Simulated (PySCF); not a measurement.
## Identify the compound

An unknown has the formula C₂H₃NO. Its calculated NMR data are:

¹H NMR (300 MHz, computed): δ 9.26 (d, J = 2.0 Hz, 1H), 7.64 (m, 1H), 7.26 (m, 1H).

¹³C{¹H} NMR (computed): δ 185.6 (CH), 163.5 (CH2).

PySCF calculation with coordinates at the PBE0-D3(BJ)/def2-SVP level, J couplings at B3LYP/pcJ-1 and NMR shieldings at CAM-B3LYP/pcSseg-2/GIAO; no relativistic terms, isolated molecule, one computed conformer.

δ = σ(ref) − σ, references computed at the same level: ¹H (σref 31.34), ¹³C (σref 182.55) against TMS.

Task: Propose a structure and justify it.

Result: 
- The formula gives 2 degrees of unsaturation (no ring in the answer).
- 2 carbon signals for 2 carbons: no two carbons are equivalent.
- Carbon types of the structure: 1 × CH, 1 × CH2, which accounts for all hydrogens.
- δC 185.6: amide carbonyl carbon; it is a carbonyl in resonance with an O or N lone pair, the region of acids, esters and amides.
- δC 163.5: C=N carbon.
- δH 9.26: hydrogen on an amide carbonyl carbon.
- δH 7.64, 7.26: hydrogen on a C=N carbon.
- The protons at 7.26 and 7.64 share a coupling of 19.7 Hz (geminal).

The compound is `InChI=1S/C2H3NO/c1-3-2-4/h2H,1H2`.

Multiplet labels drop couplings under 1 Hz and merge nearly equal ones. Shifts are as computed, not scaled to solution data. Of 1211 compounds with measured shifts, 218 miss one by over three times the rms of a fit or turn the order of signals round; such compounds aren't used in these exercises.
